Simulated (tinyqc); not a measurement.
ROHF in the sto-3g basis, for OH+, spin multiplicity 3, step by step. This run ends on a higher stationary point, not on the lowest solution. One step of it, computed by the program tinyqc.

Task: Iteration 3: DIIS coefficients. Solve [B -1; -1 0][c; lambda] = [0; -1] for the coefficients, which sum to one.

B (overlaps of the stored error matrices), lower triangle:
```
                1              2              3
1   4.7717277e-02
2  -3.1552688e-02  1.0115593e-01
3  -2.9272062e-02  8.5008047e-02  7.3200848e-02
```

Give: DIIS coefficients.

Result:

DIIS coefficients: 0.4797  -1.1633  1.6836
